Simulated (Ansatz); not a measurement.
**BH₄⁺, triplet in cc-pVDZ: errors against full CI**

Geometry: a point of a stretch scan, not a stationary point.

```yaml
atoms:
  - { symbol: B, position_ang: [-0.0070, 0.0070, 0.0151] }
  - { symbol: H, position_ang: [0.4655, 0.4933, 1.0724] }
  - { symbol: H, position_ang: [-0.4928, -0.4639, 1.0734] }
  - { symbol: H, position_ang: [-0.4789, 0.4784, -1.0492] }
  - { symbol: H, position_ang: [0.5810, -0.5829, -1.2588] }
```

Basis cc-pVDZ; Ansatz 0.2.0. Correlated methods freeze the noble-gas cores, which leaves 6 electrons in 33 orbitals. Prefix R: restricted or restricted open-shell reference; prefix U: unrestricted. Active spaces: valence = (6e, 8o) chosen from the atoms' valence shells; pair = (4e, 4o) about the gap.

Full CI is exact within this basis and frozen core; it isn't the basis-set limit. The frozen core follows each run's orbitals, which can shift R against U totals by a few meV.

For open shells CISD is restricted-active-space CI with the open shells as a complete middle space.

* UHF ⟨S²⟩: 2.015
* T1 diagnostic (RCCSD): 0.0220
* largest doubles amplitude (RCCSD): 0.037
* T1 diagnostic (UCCSD): 0.0183

| level | E − E(full CI) (kJ/mol) | share of correlation (%) | wall time |
| --- | --- | --- | --- |
| RHF | 311.5 | 0.00 | – |
| UHF | 294.9 | 5.33 | – |
| RMP2 | 70.4 | 77.40 | – |
| UMP2 | 73.0 | 76.55 | – |
| CISD | 14.8 | 95.26 | 0.48 s |
| RCCSD | 7.7 | 97.53 | – |
| UCCSD | 7.4 | 97.63 | – |
| RCCSD(T) | 1.7 | 99.45 | 1 s |
| UCCSD(T) | 1.7 | 99.45 | 0.93 s |
| BCCD(T) | 1.7 | 99.44 | 0.57 s |
| RCCSDT | 0.1 | 99.96 | – |
| UCCSDT | 0.1 | 99.98 | – |
| RCCSDT(Q) | 0.0 | 100.00 | 5.5 s |
| UCCSDT(Q) | 0.0 | 100.01 | 5 s |
| CASSCF (pair space) | 276.6 | 11.20 | – |
| NEVPT2 (pair space) | 69.7 | 77.62 | 0.24 s |
| MRCISD (pair space) | 13.8 | 95.58 | – |
| MRCISD+Q (pair space) | -0.8 | 100.24 | 0.51 s |
| CASSCF (valence space) | 165.1 | 47.00 | – |
| NEVPT2 (valence space) | 41.5 | 86.67 | 1.9 s |
| MRCISD (valence space) | 5.9 | 98.10 | – |
| MRCISD+Q (valence space) | 1.0 | 99.66 | 2.7 s |

The correlation energy at full CI, counted from RHF, is -3.229 eV. That run took 92 s on 1 thread of Arm Neoverse V1, shared host over 14,883,000 determinants.

Times hold each run's SCF and search for its determinant on a shared host, so for small cases they say little of a method's own cost; they ran on 1 thread of Arm Neoverse V1.

Not variational, and here over 5 meV under the exact energy: MRCISD+Q (pair space).

The full-CI state has the irrep A'' of Cs, in the program's axes.

Natural occupations of full CI about the gap: 1.957 1.944 0.991 0.990 0.025 0.020 0.018 0.014 0.007 0.007; effectively unpaired electrons, Σ n²(2−n)², 2.03.
